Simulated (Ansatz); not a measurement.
Born–Oppenheimer molecular dynamics of H₂S (3 atoms, charge 0, multiplicity 1). It starts from a relaxed structure.

Method: RKS PBE0-D4/6-31G (Ansatz).

```json
{
  "ensemble": "NVT, Nosé–Hoover chain",
  "time step": "0.25 fs",
  "steps asked": "150",
  "set temperature": "500 K",
  "thermostat": "time constant 50 fs, chain length 3",
  "seed": "156103"
}
```

First frame:

```xyz
3
Properties=species:S:1:pos:R:3
S 0.497 -0.282 0.245
H 0.112 1.036 0.174
H -0.609 -0.754 -0.419
```

(1) What does the run give?

(2) What happens to the structure?

(3) How do temperature and energy run in time?

Results:

(1) The run went to its last step.

```json
{"steps done": "150", "time covered": "37.5 fs", "mean temperature over the second half": "259 K", "spread of the potential energy over the second half": "8.1 meV per atom", "mean potential energy of the second half above the start": "12.4 meV per atom"}
```

The conserved energy stayed within 0.092 meV per atom of its start (net change 0.044 meV per atom), so the integration is sound. The mean temperature of the second half is 48 % below the set value. A run of 0.037 ps of so small a system gives no equilibrium averages. Limits of this set-up: no polarisation functions.

(2) The same pairs are bonded in the first frame and the last. Pairs count as bonded within 1.25 times the sum of covalent radii (0.12 Å more for H–H). The details hang on the random start.

(3) 
```
time (fs)  T (K)  potential energy less start (eV)  conserved less start (meV/atom)
      0.0    500                             0.000                             0.00
      3.0      4                             0.064                             0.09
      6.0    493                             0.001                             0.00
      9.0     27                             0.062                             0.07
     12.0    401                             0.014                             0.02
     15.0    147                             0.047                             0.06
     18.0    385                             0.017                             0.01
     21.0    196                             0.043                             0.05
     24.0    187                             0.044                             0.05
     27.0    427                             0.015                             0.01
     30.0    138                             0.053                             0.07
     33.0    446                             0.015                             0.02
     36.0     31                             0.070                             0.08
```

Time of the run: 23 s on 1 thread of Intel(R) Xeon(R) Platinum 8488C (Sapphire Rapids), with other jobs on the host, peak memory 0.083 GiB.
